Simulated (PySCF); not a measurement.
CH3, SMILES [CH3], multiplicity 2.

The structure is a stationary point at B3LYP-D3(BJ)/def2-TZVPD. The isomer is the one that the SMILES or the coordinates give; other isomers of the formula were not compared.

Level of theory: TDA-CAM-B3LYP/def2-TZVPD (PySCF).

Vertical excitations; the highest root listed may be one member of a degenerate set. 

Computed lowest excited states:
```tsv
state	energy (eV)	λ (nm)	f	main pairs
root 1	5.74	216	0.040	α HOMO→LUMO 98 %
root 2	6.81	182	0.000	β HOMO→LUMO (degenerate set)
root 3	6.81	182	0.000	β HOMO−1→LUMO (degenerate set)
root 4	7.84	158	0.000	α HOMO→LUMO+1 (degenerate set)
root 5	7.84	158	0.000	α HOMO→LUMO+2 (degenerate set)
root 6	8.69	143	0.000	α HOMO→LUMO+5 (degenerate set)
root 7	8.69	143	0.000	α HOMO→LUMO+4 (degenerate set)
root 8	8.84	140	0.126	α HOMO→LUMO+3 95 %
root 9	9.73	127	0.000	α HOMO→LUMO+6 94 %
root 10	10.07	123	0.089	α HOMO→LUMO+7 98 %
```
Unrestricted roots are not spin-pure.
